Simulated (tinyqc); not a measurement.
Inside a calculation (part 2 of 2). Method: UKS/LDA (PW92) in the sto-3g basis, for LiH, spin multiplicity 3. Computed by tinyqc, a small Python program that keeps every step (integrals from PySCF). Command: `OMP_NUM_THREADS=1 python tinyqc.py 28998 28999 out.jsonl` (the two numbers bound the seeds that draw the settings). One thread of a shared host (Intel(R) Xeon(R) Processor @ 2.60GHz), about 0.9 s of CPU time with the checks.

Geometry (angstrom):
```
atom       x       y       z
Li    0.0000  0.0000  0.0000
H     0.0000  0.0000  2.4620
```

## Iteration 2: diagonalisation and new density

extrapolated F(alpha) (hartree), order 1Li 1s, 1Li 2s, 1Li 2px, 1Li 2py, 1Li 2pz, 2H 1s:
```
[[-1.6994, -0.5038, 0.0000, 0.0000, -0.0003, -0.0208],
 [-0.5038, -0.2295, 0.0000, 0.0000, -0.0197, -0.0934],
 [0.0000, 0.0000, 0.0057, 0.0000, 0.0000, 0.0000],
 [0.0000, 0.0000, 0.0000, 0.0057, 0.0000, 0.0000],
 [-0.0003, -0.0197, 0.0000, 0.0000, -0.0197, -0.1251],
 [-0.0208, -0.0934, 0.0000, 0.0000, -0.1251, -0.2140]]
```

extrapolated F(beta) (hartree), order 1Li 1s, 1Li 2s, 1Li 2px, 1Li 2py, 1Li 2pz, 2H 1s:
```
[[-1.6844, -0.4975, 0.0000, 0.0000, 0.0000, -0.0205],
 [-0.4975, -0.1726, 0.0000, 0.0000, -0.0120, -0.0650],
 [0.0000, 0.0000, 0.0587, 0.0000, 0.0000, 0.0000],
 [0.0000, 0.0000, 0.0000, 0.0587, 0.0000, 0.0000],
 [0.0000, -0.0120, 0.0000, 0.0000, 0.0438, -0.0794],
 [-0.0205, -0.0650, 0.0000, 0.0000, -0.0794, 0.0464]]
```

X, order 1Li 1s, 1Li 2s, 1Li 2px, 1Li 2py, 1Li 2pz, 2H 1s:
```
[[0.3823, 0.7148, 0.0000, 0.0000, 0.5767, 0.2724],
 [-0.6573, -0.5452, 0.0000, 0.0000, 0.4439, 0.4345],
 [0.0000, 0.0000, 0.9011, -0.4336, 0.0000, 0.0000],
 [0.0000, 0.0000, 0.4336, 0.9011, 0.0000, 0.0000],
 [-0.6339, 0.5541, 0.0000, 0.0000, -0.4843, 0.4055],
 [0.8206, -0.3416, 0.0000, 0.0000, -0.2873, 0.5344]]
```

Diagonalise F' = X^T F X, C = X C', fill 3 alpha and 1 beta electrons from the bottom; D(s) = C_occ C_occ^T. Each column has its largest component positive (the first on a tie).

F' = X^T F X (alpha) (hartree):
```
[[-0.0447, -0.2103, 0.0000, 0.0000, -0.1907, -0.1917],
 [-0.2103, -0.5405, 0.0000, 0.0000, -0.6651, -0.3088],
 [0.0000, 0.0000, 0.0057, 0.0000, 0.0000, 0.0000],
 [0.0000, 0.0000, 0.0000, 0.0057, 0.0000, 0.0000],
 [-0.1907, -0.6651, 0.0000, 0.0000, -0.8860, -0.4294],
 [-0.1917, -0.3088, 0.0000, 0.0000, -0.4294, -0.4638]]
```

orbital energies (alpha) (hartree): [-1.7053, -0.2392, -0.0562, 0.0057, 0.0057, 0.0658]

coefficients C (alpha), order 1Li 1s, 1Li 2s, 1Li 2px, 1Li 2py, 1Li 2pz, 2H 1s:
```
[[0.9831, -0.0875, -0.2882, 0.0000, 0.0000, -0.0822],
 [0.0631, 0.2513, 0.9774, 0.0000, 0.0000, 0.3041],
 [0.0000, 0.0000, 0.0000, -0.0793, 0.9968, 0.0000],
 [0.0000, 0.0000, 0.0000, 0.9968, 0.0793, 0.0000],
 [0.0028, 0.2203, -0.2868, 0.0000, 0.0000, 0.9885],
 [-0.0079, 0.8336, -0.2741, 0.0000, 0.0000, -0.6230]]
```

F' = X^T F X (beta) (hartree):
```
[[0.1079, -0.2611, 0.0000, 0.0000, -0.2411, -0.1128],
 [-0.2611, -0.4821, 0.0000, 0.0000, -0.6599, -0.3564],
 [0.0000, 0.0000, 0.0587, 0.0000, 0.0000, 0.0000],
 [0.0000, 0.0000, 0.0000, 0.0587, 0.0000, 0.0000],
 [-0.2411, -0.6599, 0.0000, 0.0000, -0.8283, -0.4803],
 [-0.1128, -0.3564, 0.0000, 0.0000, -0.4803, -0.3297]]
```

orbital energies (beta) (hartree): [-1.6898, -0.0651, 0.0147, 0.0587, 0.0587, 0.2081]

coefficients C (beta), order 1Li 1s, 1Li 2s, 1Li 2px, 1Li 2py, 1Li 2pz, 2H 1s:
```
[[0.9840, -0.2129, -0.2015, 0.0000, 0.0000, 0.0979],
 [0.0597, 0.6965, 0.6966, 0.0000, 0.0000, -0.3757],
 [0.0000, 0.0000, 0.0000, -0.3390, 0.9408, 0.0000],
 [0.0000, 0.0000, 0.0000, 0.9408, 0.3390, 0.0000],
 [0.0022, 0.3284, -0.6360, 0.0000, 0.0000, -0.7718],
 [-0.0072, 0.4602, -0.3209, 0.0000, 0.0000, 0.9184]]
```

D(alpha) after iteration 2, order 1Li 1s, 1Li 2s, 1Li 2px, 1Li 2py, 1Li 2pz, 2H 1s:
```
[[1.0571, -0.2416, 0.0000, 0.0000, 0.0661, -0.0017],
 [-0.2416, 1.0225, 0.0000, 0.0000, -0.2248, -0.0590],
 [0.0000, 0.0000, 0.0000, 0.0000, 0.0000, 0.0000],
 [0.0000, 0.0000, 0.0000, 0.0000, 0.0000, 0.0000],
 [0.0661, -0.2248, 0.0000, 0.0000, 0.1308, 0.2622],
 [-0.0017, -0.0590, 0.0000, 0.0000, 0.2622, 0.7701]]
```

D(beta) after iteration 2, order 1Li 1s, 1Li 2s, 1Li 2px, 1Li 2py, 1Li 2pz, 2H 1s:
```
[[0.9683, 0.0588, 0.0000, 0.0000, 0.0022, -0.0071],
 [0.0588, 0.0036, 0.0000, 0.0000, 0.0001, -0.0004],
 [0.0000, 0.0000, 0.0000, 0.0000, 0.0000, 0.0000],
 [0.0000, 0.0000, 0.0000, 0.0000, 0.0000, 0.0000],
 [0.0022, 0.0001, 0.0000, 0.0000, 0.0000, 0.0000],
 [-0.0071, -0.0004, 0.0000, 0.0000, 0.0000, 0.0001]]
```

Within a degenerate level the vectors are fixed only up to a rotation; this is one choice.

## Iteration 7 (converged): orbitals

converged F(alpha) (hartree), order 1Li 1s, 1Li 2s, 1Li 2px, 1Li 2py, 1Li 2pz, 2H 1s:
```
[[-1.7055, -0.5046, 0.0000, 0.0000, -0.0026, -0.0209],
 [-0.5046, -0.2300, 0.0000, 0.0000, -0.0260, -0.0979],
 [0.0000, 0.0000, 0.0061, 0.0000, 0.0000, 0.0000],
 [0.0000, 0.0000, 0.0000, 0.0061, 0.0000, 0.0000],
 [-0.0026, -0.0260, 0.0000, 0.0000, -0.0222, -0.1325],
 [-0.0209, -0.0979, 0.0000, 0.0000, -0.1325, -0.2440]]
```

converged F(beta) (hartree), order 1Li 1s, 1Li 2s, 1Li 2px, 1Li 2py, 1Li 2pz, 2H 1s:
```
[[-1.6905, -0.4985, 0.0000, 0.0000, -0.0038, -0.0206],
 [-0.4985, -0.1740, 0.0000, 0.0000, -0.0287, -0.0702],
 [0.0000, 0.0000, 0.0573, 0.0000, 0.0000, 0.0000],
 [0.0000, 0.0000, 0.0000, 0.0573, 0.0000, 0.0000],
 [-0.0038, -0.0287, 0.0000, 0.0000, 0.0424, -0.0877],
 [-0.0206, -0.0702, 0.0000, 0.0000, -0.0877, 0.0159]]
```

As before.

F' = X^T F X (alpha) (hartree):
```
[[-0.0584, -0.2056, 0.0000, 0.0000, -0.1853, -0.2012],
 [-0.2056, -0.5443, 0.0000, 0.0000, -0.6729, -0.3053],
 [0.0000, 0.0000, 0.0061, 0.0000, 0.0000, 0.0000],
 [0.0000, 0.0000, 0.0000, 0.0061, 0.0000, 0.0000],
 [-0.1853, -0.6729, 0.0000, 0.0000, -0.8885, -0.4234],
 [-0.2012, -0.3053, 0.0000, 0.0000, -0.4234, -0.4815]]
```

orbital energies (alpha) (hartree): [-1.7113, -0.2658, -0.0550, 0.0061, 0.0061, 0.0594]

coefficients C (alpha), order 1Li 1s, 1Li 2s, 1Li 2px, 1Li 2py, 1Li 2pz, 2H 1s:
```
[[0.9832, -0.0788, -0.2930, 0.0000, 0.0000, -0.0710],
 [0.0625, 0.2205, 0.9972, 0.0000, 0.0000, 0.2608],
 [0.0000, 0.0000, 0.0000, 0.9998, -0.0202, 0.0000],
 [0.0000, 0.0000, 0.0000, 0.0202, 0.9998, 0.0000],
 [0.0043, 0.2030, -0.2323, 0.0000, 0.0000, 1.0064],
 [-0.0082, 0.8547, -0.2836, 0.0000, 0.0000, -0.5892]]
```

F' = X^T F X (beta) (hartree):
```
[[0.0880, -0.2568, 0.0000, 0.0000, -0.2348, -0.1169],
 [-0.2568, -0.4806, 0.0000, 0.0000, -0.6731, -0.3533],
 [0.0000, 0.0000, 0.0573, 0.0000, 0.0000, 0.0000],
 [0.0000, 0.0000, 0.0000, 0.0573, 0.0000, 0.0000],
 [-0.2348, -0.6731, 0.0000, 0.0000, -0.8255, -0.4743],
 [-0.1169, -0.3533, 0.0000, 0.0000, -0.4743, -0.3524]]
```

orbital energies (beta) (hartree): [-1.6959, -0.0864, 0.0232, 0.0573, 0.0573, 0.1886]

coefficients C (beta), order 1Li 1s, 1Li 2s, 1Li 2px, 1Li 2py, 1Li 2pz, 2H 1s:
```
[[0.9841, -0.1918, -0.2256, 0.0000, 0.0000, 0.0873],
 [0.0594, 0.6203, 0.7850, 0.0000, 0.0000, -0.3324],
 [0.0000, 0.0000, 0.0000, -0.0688, 0.9976, 0.0000],
 [0.0000, 0.0000, 0.0000, 0.9976, 0.0688, 0.0000],
 [0.0050, 0.3731, -0.5454, 0.0000, 0.0000, -0.8193],
 [-0.0078, 0.5053, -0.3393, 0.0000, 0.0000, 0.8875]]
```

D(alpha) after iteration 7, order 1Li 1s, 1Li 2s, 1Li 2px, 1Li 2py, 1Li 2pz, 2H 1s:
```
[[1.0588, -0.2481, 0.0000, 0.0000, 0.0563, 0.0076],
 [-0.2481, 1.0470, 0.0000, 0.0000, -0.1866, -0.0948],
 [0.0000, 0.0000, 0.0000, 0.0000, 0.0000, 0.0000],
 [0.0000, 0.0000, 0.0000, 0.0000, 0.0000, 0.0000],
 [0.0563, -0.1866, 0.0000, 0.0000, 0.0952, 0.2393],
 [0.0076, -0.0948, 0.0000, 0.0000, 0.2393, 0.8111]]
```

D(beta) after iteration 7, order 1Li 1s, 1Li 2s, 1Li 2px, 1Li 2py, 1Li 2pz, 2H 1s:
```
[[0.9686, 0.0584, 0.0000, 0.0000, 0.0050, -0.0076],
 [0.0584, 0.0035, 0.0000, 0.0000, 0.0003, -0.0005],
 [0.0000, 0.0000, 0.0000, 0.0000, 0.0000, 0.0000],
 [0.0000, 0.0000, 0.0000, 0.0000, 0.0000, 0.0000],
 [0.0050, 0.0003, 0.0000, 0.0000, 0.0000, 0.0000],
 [-0.0076, -0.0005, 0.0000, 0.0000, 0.0000, 0.0001]]
```

Within a degenerate level the vectors are fixed only up to a rotation; this is one choice.

## Convergence

Stop when the energy changes by less than 1e-10 hartree and every element of the error matrix X^T (F D S - S D F) X (for each spin) is below 3e-06.

Course of the cycle:
```
iteration  E (hartree)     change  largest element of the error matrix
1            -7.549151          -                             1.42e-01
2            -7.649951  -1.01e-01                             3.82e-02
3            -7.663901  -1.39e-02                             1.06e-02
4            -7.664624  -7.23e-04                             5.95e-04
5            -7.664626  -2.22e-06                             2.11e-05
6            -7.664626  -4.31e-09                             7.69e-07
7            -7.664626  -2.05e-12                             1.21e-07
```

PySCF UKS in the same basis, fine grid, after a stability check = -7.664917 hartree

Converged in 7 iterations. The coarse grid moves the energy by +2.91e-04 hartree.

## Populations, bond orders and dipole

overlap S, order 1Li 1s, 1Li 2s, 1Li 2px, 1Li 2py, 1Li 2pz, 2H 1s:
```
[[1.0000, 0.2411, 0.0000, 0.0000, 0.0000, 0.0090],
 [0.2411, 1.0000, 0.0000, 0.0000, 0.0000, 0.2042],
 [0.0000, 0.0000, 1.0000, 0.0000, 0.0000, 0.0000],
 [0.0000, 0.0000, 0.0000, 1.0000, 0.0000, 0.0000],
 [0.0000, 0.0000, 0.0000, 0.0000, 1.0000, 0.3053],
 [0.0090, 0.2042, 0.0000, 0.0000, 0.3053, 1.0000]]
```

Mulliken: Z minus the diagonal of D S on the atom; Loewdin: the same with S^(1/2) D S^(1/2); Mayer order: 2 sum_s sum (D(s) S)_ij (D(s) S)_ji over the two atoms.

Charges (e):
```
atom  Mulliken  Loewdin  Mulliken spin
1Li    -0.1352  -0.1560         1.1350
2H      0.1352   0.1560         0.8650
```

Mayer bond orders:
```
pair   order
2-1   0.2335
```

dipole moment about the origin, x y z (debye): [0.0000, 0.0000, 2.8220]

<S^2> of the determinant (pure state: 2) = 2.0000
